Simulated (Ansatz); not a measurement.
Run this with Ansatz 0.2.0, Python API and show what comes out.

`run_states.py`:
```python
# -*- coding: utf-8 -*-
import ansatz
from ase import Atoms
import numpy as np

atoms = Atoms(["Mg", "H"], positions=[
    (0.0, 0.0, 0.0),
    (0.0, 0.0, 1.775),
])
hmg = ansatz.Crystal.molecule_from_ase(atoms)
symbols = [site.symbol for site in hmg.cartesian_sites]

start = np.array([site.position_ang for site in hmg.cartesian_sites])
for factor in [1.0, 1.5]:
    xyz = (start - start.mean(axis=0)) * factor
    scaled = ansatz.Crystal.molecule()
    for symbol, place in zip(symbols, xyz):
        scaled = scaled.atom(symbol, place.tolist())
    job = (
        scaled.calculation()
        .basis(gaussian="def2-TZVP")
        .functional("hf")
        .charge(-1)
        .spin("collinear")
    )
    for search in ("off", "standard"):
        try:
            summary = job.scf(lower_state_search=search).run(threads=1, backend="cpu").report
        except ansatz.AnsatzError as error:
            print(f"x{factor} search {search}: {type(error).__name__}")
            continue
        state = summary["mean_field"]["state"]
        print(f"all distances x{factor}, search {search:8s} E = {summary['free_energy_ev']:.5f} eV  <S^2> = {abs(state['spin_squared']):.3f}  other states met: {len(summary['mean_field']['others'])}")
```

`python run_states.py` gives:
```text
all distances x1.0, search off      E = -5446.05504 eV  <S^2> = 0.000  other states met: 0
all distances x1.0, search standard E = -5446.16728 eV  <S^2> = 0.481  other states met: 4
all distances x1.5, search off      E = -5445.56544 eV  <S^2> = 0.000  other states met: 0
all distances x1.5, search standard E = -5445.58609 eV  <S^2> = 0.225  other states met: 3
```

Caveats:
- Total energies depend on the basis set; only differences at equal settings carry meaning.
- The count of other states can hold repeated and symmetry-equivalent ends of the search; scaling all distances is a test, and for more than two atoms no physical path.
- The expectation value of S² is noticeably off S(S+1) in at least one run, so that state is spin-contaminated.
- Anions want diffuse functions, which this basis lacks.
- Run time: 1.3 s on 1 thread of Arm Neoverse V1, on a shared host, peak memory 0.15 GiB.

(A comment or docstring line of the script was reworded after the run, the code is as it ran; lines on the test bed's own set-up are left out of the output.)
